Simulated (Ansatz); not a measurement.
# [SiH3]+ (SMILES [SiH3+]) at CCSD(T)/aug-cc-pVTZ

Aim: the vertical ionisation energy of [SiH3]+ at CCSD(T)/aug-cc-pVTZ, from 2 runs. 

The results are computed with Ansatz 0.2.0.

1 further run of the same task is left out (it didn't finish).

## (1) Starting point

[SiH3]+ has 4 atoms, charge +1, and is taken as a singlet. SMILES: `[SiH3+]`. The coordinates come from a PBE0-D4/def2-TZVP relaxation.

Bond lengths: Si1–H2 1.472 Å, Si1–H3 1.472 Å, Si1–H4 1.472 Å. Angles: H2–Si1–H3 120.0°, H2–Si1–H4 120.0°, H3–Si1–H4 120.0°.

## (2) The energy at CCSD(T)/aug-cc-pVTZ

Contents of job.yaml:

```yaml
crystal:
  periodic: [false, false, false]
  atoms:
    - symbol: Si
      position_ang: [-0.000000, -0.000000, 0.000000]
    - symbol: H
      position_ang: [0.686900, 0.675400, 1.113000]
    - symbol: H
      position_ang: [-0.118400, -1.467200, -0.009900]
    - symbol: H
      position_ang: [-0.568500, 0.791700, -1.103100]
basis:
  gaussian: {orbitals: aug-cc-pVTZ}
total_charge: 1
correlation: {method: ccsd_t, frozen_orbitals: {H: 0, Si: 5}}
accuracy: high
scf: {omitted_lower_state_checks: [cluster_reference, increment]}
```

Command:

```
$ ansatz run job.yaml --threads 1 --pin off --max-ram 3480MiB --events-out events.jsonl --progress --plain --runs-dir runs
```

The program printed:

```text
Warning: RAYON_NUM_THREADS=1 ignored (pool sized by the plan → 1); use --threads N
Functional definition: HF
  name "HF"
  exchange = exact_x
  correlation = 0
these checks for a lower state are left out or cut short: cluster_reference, increment
1784 factors; integrals over basis functions are off by at most 3.7e-9 eV
mean field evaluation 1: about -7900.7583 eV, gradient 8.8e0 eV
mean field evaluation 2: about -7900.7613 eV, gradient 8.8e0 eV
mean field evaluation 4: about -7901.1571 eV, gradient 2.4e-1 eV
mean field evaluation 8: about -7901.1574 eV, gradient 2.6e-4 eV
mean field -7901.15737202 eV, -290.3621778248 hartree, gradient 2.4e-9 eV, S^2 0.000000; 0 other end points of the search recorded, 0 dependent functions left out
5 core orbitals not correlated: weight in the atoms' cores, before any rotation towards them, 1.000 or more for the frozen orbitals, at most 0.000 for the correlated occupied ones
reference -7901.15737202 eV, -290.3621778248 hartree; 3, 3 occupied and 111, 111 virtual orbitals, 1784 factors
second order -2.83769011 eV of doubles, -0.00000000 eV of singles
cycle   1  -3.30149744 eV  change   -4.6e-1 eV  update   4.9e-2
cycle   2  -3.48925294 eV  change   -1.9e-1 eV  update   1.7e-2
cycle   3  -3.49128846 eV  change   -2.0e-3 eV  update   3.2e-3
cycle   4  -3.49103643 eV  change    2.5e-4 eV  update   9.9e-4
cycle   5  -3.49095412 eV  change    8.2e-5 eV  update   3.0e-4
cycle   6  -3.49091336 eV  change    4.1e-5 eV  update   7.0e-5
cycle   7  -3.49093077 eV  change   -1.7e-5 eV  update   1.9e-5
cycle   8  -3.49093645 eV  change   -5.7e-6 eV  update   5.4e-6
cycle   9  -3.49093469 eV  change    1.8e-6 eV  update   1.6e-6
cycle  10  -3.49093458 eV  change    1.1e-7 eV  update   4.4e-7
cycle  11  -3.49093458 eV  change   -1.2e-9 eV  update   1.2e-7
cycle  12  -3.49093458 eV  change  -4.8e-10 eV  update   3.2e-8
cycle  13  -3.49093460 eV  change   -1.3e-8 eV  update   1.6e-8
cycle  14  -3.49093466 eV  change   -6.0e-8 eV  update   8.4e-8
cycle  15  -3.49093467 eV  change   -1.8e-8 eV  update   2.2e-8
cycle  16  -3.49093468 eV  change   -3.8e-9 eV  update   5.4e-9
cycle  17  -3.49093468 eV  change    1.4e-9 eV  update   1.6e-9
cycle  18  -3.49093468 eV  change   6.9e-10 eV  update  4.7e-10
cycle  19  -3.49093467 eV  change   1.6e-10 eV  update  1.1e-10
perturbative correction -0.06194513 eV, -0.0022764414 hartree
Total energy: -7904.71025182 eV, -290.4927437492 hartree
Checks for a lower state left out: cluster_reference, increment
```

Run time: 8.1 s. Hardware: 1 thread of Arm Neoverse V1, shared host; peak memory 0.85 GiB.

## (3) Doublet [SiH3]2+, same level

Contents of job.yaml:

```yaml
basis:
  gaussian:
    orbitals: aug-cc-pVTZ
crystal:
  periodic: [false, false, false]
  atoms:
    - {symbol: Si, position_ang: [-0.000000, -0.000000, 0.000000]}
    - {symbol: H, position_ang: [0.686900, 0.675400, 1.113000]}
    - {symbol: H, position_ang: [-0.118400, -1.467200, -0.009900]}
    - {symbol: H, position_ang: [-0.568500, 0.791700, -1.103100]}
total_charge: 2
magnetization:
  spin_polarized: true
  initial_magnetization: 1
correlation:
  method: ccsd_t
  frozen_orbitals: {H: 0, Si: 5}
accuracy: high
scf:
  omitted_lower_state_checks: [cluster_reference, increment]
```

Command:

```
$ ansatz run job.yaml --threads 1 --pin off --max-ram 3480MiB --events-out events.jsonl --progress --plain --runs-dir runs
```

The program printed:

```text
Warning: RAYON_NUM_THREADS=1 ignored (pool sized by the plan → 1); use --threads N
Functional definition: HF
  name "HF"
  exchange = exact_x
  correlation = 0
these checks for a lower state are left out or cut short: cluster_reference, increment
1784 factors; integrals over basis functions are off by at most 3.7e-9 eV
mean field evaluation 1: about -7880.1982 eV, gradient 8.5e0 eV
mean field evaluation 2: about -7880.2011 eV, gradient 8.5e0 eV
mean field evaluation 4: about -7881.0425 eV, gradient 1.3e0 eV
mean field evaluation 8: about -7881.0793 eV, gradient 2.0e-2 eV
mean field evaluation 16: about -7879.6860 eV, gradient 9.5e0 eV
mean field evaluation 32: about -7881.0795 eV, gradient 1.5e-8 eV
mean field evaluation 64: about -7881.0795 eV, gradient 1.0e-8 eV
mean field evaluation 96: about -7881.0785 eV, gradient 8.2e-2 eV
mean field -7881.07954597 eV, -289.6243313270 hartree, gradient 1.0e-8 eV, S^2 0.819380; 8 other end points of the search recorded, 0 dependent functions left out
5 core orbitals not correlated: weight in the atoms' cores, before any rotation towards them, 1.000 or more for the frozen orbitals, at most 0.000 for the correlated occupied ones
reference -7881.07954597 eV, -289.6243313270 hartree; 3, 2 occupied and 111, 112 virtual orbitals, 1784 factors
second order -2.00558777 eV of doubles, -0.00000000 eV of singles
cycle   1  -2.39254715 eV  change   -3.9e-1 eV  update   5.7e-2
cycle   2  -2.63617499 eV  change   -2.4e-1 eV  update   3.0e-2
cycle   3  -2.66246143 eV  change   -2.6e-2 eV  update   1.1e-2
cycle   4  -2.66874747 eV  change   -6.3e-3 eV  update   3.4e-3
cycle   5  -2.67011895 eV  change   -1.4e-3 eV  update   1.2e-3
cycle   6  -2.67005811 eV  change    6.1e-5 eV  update   3.8e-4
cycle   7  -2.67023406 eV  change   -1.8e-4 eV  update   1.5e-4
cycle   8  -2.67026301 eV  change   -2.9e-5 eV  update   5.4e-5
cycle   9  -2.67023255 eV  change    3.0e-5 eV  update   2.1e-5
cycle  10  -2.67023903 eV  change   -6.5e-6 eV  update   9.4e-6
cycle  11  -2.67023867 eV  change    3.6e-7 eV  update   6.2e-6
cycle  12  -2.67023901 eV  change   -3.4e-7 eV  update   5.7e-6
cycle  13  -2.67023798 eV  change    1.0e-6 eV  update   5.6e-6
cycle  14  -2.67023611 eV  change    1.9e-6 eV  update   5.4e-6
cycle  15  -2.67023714 eV  change   -1.0e-6 eV  update   4.7e-6
cycle  16  -2.67023659 eV  change    5.5e-7 eV  update   4.6e-6
cycle  17  -2.67023712 eV  change   -5.3e-7 eV  update   3.7e-6
cycle  18  -2.67023774 eV  change   -6.3e-7 eV  update   4.5e-7
cycle  19  -2.67023808 eV  change   -3.4e-7 eV  update   1.5e-7
cycle  20  -2.67023816 eV  change   -8.1e-8 eV  update   6.9e-8
cycle  21  -2.67023815 eV  change    1.1e-8 eV  update   3.2e-8
cycle  22  -2.67023815 eV  change    1.1e-9 eV  update   1.3e-8
cycle  23  -2.67023816 eV  change   -6.3e-9 eV  update   5.6e-9
cycle  24  -2.67023816 eV  change   -4.6e-9 eV  update   2.4e-9
cycle  25  -2.67023816 eV  change   1.1e-10 eV  update  7.9e-10
cycle  26  -2.67023816 eV  change   4.9e-10 eV  update  3.2e-10
cycle  27  -2.67023816 eV  change   2.6e-10 eV  update  1.5e-10
perturbative correction -0.05324052 eV, -0.0019565532 hartree
Total energy: -7883.80302466 eV, -289.7244173226 hartree
Checks for a lower state left out: cluster_reference, increment
```

Wall time 26 s (1 thread of Arm Neoverse V1, shared host); peak memory 1.5 GiB.

## (4) Outcome

Level: CCSD(T)/aug-cc-pVTZ, 5 core orbitals frozen.

```
                                                     quantity          value
                                singlet [SiH3]+: total energy  -290.49274 Eh
 singlet [SiH3]+: correlation energy (5 core orbitals frozen)     -130.6 mEh
                              singlet [SiH3]+: (T) correction      -2.28 mEh
                               singlet [SiH3]+: T1 diagnostic          0.009
                               doublet [SiH3]2+: total energy  -289.72442 Eh
doublet [SiH3]2+: correlation energy (5 core orbitals frozen)     -100.1 mEh
                             doublet [SiH3]2+: (T) correction      -1.96 mEh
          doublet [SiH3]2+: ⟨S²⟩ of the reference determinant          0.819
                              doublet [SiH3]2+: T1 diagnostic          0.026
         vertical ionisation energy (to the doublet dication)      20.907 eV
```

What this shows: Removing an electron at fixed nuclei costs 20.91 eV (482 kcal/mol). The triples (singlet [SiH3]+) make up 1.7 % of the correlation energy. The triples (doublet [SiH3]2+) make up 2.0 % of the correlation energy.
